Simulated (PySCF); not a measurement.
Molecule: i-PrOEt, C5H12O.

Molfile (atoms numbered from 1):
```
C5H12O
     RDKit          3D

 18 17  0  0  0  0  0  0  0  0999 V2000
    2.5608   -0.3976    0.7584 C   0  0  0  0  0  0  0  0  0  0  0  0
    1.0573   -0.4980    0.8595 C   0  0  0  0  0  0  0  0  0  0  0  0
    0.4880    0.2612   -0.1679 O   0  0  0  0  0  0  0  0  0  0  0  0
   -0.9181    0.3602   -0.1495 C   0  0  0  0  0  0  0  0  0  0  0  0
   -1.2815    1.5634   -0.9965 C   0  0  0  0  0  0  0  0  0  0  0  0
   -1.5827   -0.9158   -0.6484 C   0  0  0  0  0  0  0  0  0  0  0  0
    2.8821    0.6510    0.8446 H   0  0  0  0  0  0  0  0  0  0  0  0
    2.9060   -0.7796   -0.2138 H   0  0  0  0  0  0  0  0  0  0  0  0
    3.0464   -0.9807    1.5549 H   0  0  0  0  0  0  0  0  0  0  0  0
    0.7105   -0.1262    1.8470 H   0  0  0  0  0  0  0  0  0  0  0  0
    0.7456   -1.5604    0.7979 H   0  0  0  0  0  0  0  0  0  0  0  0
   -1.2489    0.5462    0.8951 H   0  0  0  0  0  0  0  0  0  0  0  0
   -0.9337    1.4137   -2.0303 H   0  0  0  0  0  0  0  0  0  0  0  0
   -0.7975    2.4683   -0.6022 H   0  0  0  0  0  0  0  0  0  0  0  0
   -2.3698    1.7217   -1.0135 H   0  0  0  0  0  0  0  0  0  0  0  0
   -1.3203   -1.7842   -0.0262 H   0  0  0  0  0  0  0  0  0  0  0  0
   -2.6786   -0.8169   -0.6341 H   0  0  0  0  0  0  0  0  0  0  0  0
   -1.2654   -1.1262   -1.6817 H   0  0  0  0  0  0  0  0  0  0  0  0
  1  2  1  0
  2  3  1  0
  3  4  1  0
  4  5  1  0
  4  6  1  0
  1  7  1  0
  1  8  1  0
  1  9  1  0
  2 10  1  0
  2 11  1  0
  4 12  1  0
  5 13  1  0
  5 14  1  0
  5 15  1  0
  6 16  1  0
  6 17  1  0
  6 18  1  0
M  END
```

Geometry PBE0-D3(BJ)/def2-SVP throughout; GIAO in PySCF 2.14.0 with density-fitted response routines, gas phase, one conformer, non-relativistic; equivalent atoms averaged; functional PBE0.

For orientation, pcSseg-1 gives these absolute shieldings σ: C4 111.7, C2 119.3, C5/C6 161.8, C1 166.6, O3 258.8, H10/H11 28.00, H12 28.09, H7/H8/H9 30.04, H13/H14/H15/H16/H17/H18 30.17 ppm.

A run gave: C4 108.5, C2 117.0, C5/C6 160.9, C1 166.2, O3 251.7, H10/H11 27.98, H12 27.98, H7/H8/H9 30.23, H13/H14/H15/H16/H17/H18 30.31 ppm (absolute shieldings σ).

**Question.** Which basis set was used in that run?
A. STO-3G
B. IGLO-III
C. 6-311+G(2d,p)
D. 6-31G

**Answer.** B. C4 tells them apart best: IGLO-III gives 108.5, 6-31G gives 130.5, STO-3G gives 175.3, 6-311+G(2d,p) gives 114.4 ppm.
